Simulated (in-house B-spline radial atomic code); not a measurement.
Results of a calculation; reference values are marked as such.
**Stopping and range of 2 keV C in Si**

The pair potential comes from two frozen, spherical free-atom densities (PBE, B-spline radial code, scalar-relativistic past argon): electrostatics plus the change in Thomas-Fermi kinetic and Dirac exchange energy where they overlap, the recipe behind the universal ZBL potential, which averages such potentials (from solid-state densities) over many pairs. It is written V = (Z1 Z2 e²/r) φ(r/a), with e² = 14.3996 eV·Å and a = 0.46850 Å/(Z1^0.23 + Z2^0.23); ZBL's fit is φ = 0.18175 e^(−3.1998x) + 0.50986 e^(−0.94229x) + 0.28022 e^(−0.4029x) + 0.02817 e^(−0.20162x). Where φ falls below 4e-4 it is continued as an exponential.

The target is taken as amorphous, with density 2.329 g/cm³ (NSM archive of the Ioffe Institute); channelling is ignored. Masses: C 12.01, Si 28.09 u. Nuclear stopping is S_n = 4π a Z1 Z2 e² M1/(M1 + M2) × s_n(ε), with s_n integrated over impact parameters for each pair. Electronic stopping is Lindhard and Scharff's S_e = Z1^(1/6) 8π e² a0 Z1 Z2/(Z1^(2/3) + Z2^(2/3))^(3/2) × v/v0, with a0 = 0.529177 Å and v = v0 at 24.801 keV/u; it misses the oscillations with Z1 seen in experiment, which reach tens of per cent. Compounds add by atom fraction.

```tsv
target atom	a (Å)	ε at this energy	s_n, this pair	s_n, ZBL potential
Si	0.14006	0.1622	0.377	0.3389
```

Q: What are the atom density and the stopping powers at entry?

A: N = 2.329 × 0.602214/28.09 = 0.04993 atoms/Å³. For Si: S_n = 637.6 × 0.377 = 240.4 eV·Å², S_e = 1.4449 × √2000 = 64.62 eV·Å². Averaged over the target's atoms and times N × 10 Å/nm, the ion loses N S_n = 120 eV/nm to recoils and N S_e = 32.3 eV/nm to electrons; the nuclear share is 79 %.

Along the track:

```csv
E (keV),N S_n (eV/nm),N S_e (eV/nm)
0.1,55.1,7.21
0.3,82.7,12.5
0.6,99,17.7
1,109,22.8
1.5,116,27.9
2,120,32.3
```

Q: Estimate the path length and the projected range.

A: With continuous slowing down the path is the integral of dE/(N (S_n + S_e)). Trapezoids over the table give 15.7 nm, and the stretch below the first row, with stopping taken as √E, adds 2E/(N S) = 3.2 nm: 18.9 nm in all, against 18 nm on a fine grid from 5 eV, a cut that itself drops some per cent of so short a path. Deflections shorten the depth: to first order in the energy passed on, N (S_n + S_e) dR_p/dE = 1 − N S_n (M2/M1) R_p/(2E), summed over the target's atoms, and integrating this on the fine grid gives R_p = 7.57 nm, 0.42 of the path. Lindhard's rule of thumb R/(1 + M2/3M1), with mean M2/M1 = 2.34, gives 10.1 nm; it is meant for M2/M1 below about 2. On the ZBL potential the same equation gives 8.42 nm, and the full integral equation, which keeps hard collisions, 9 nm.
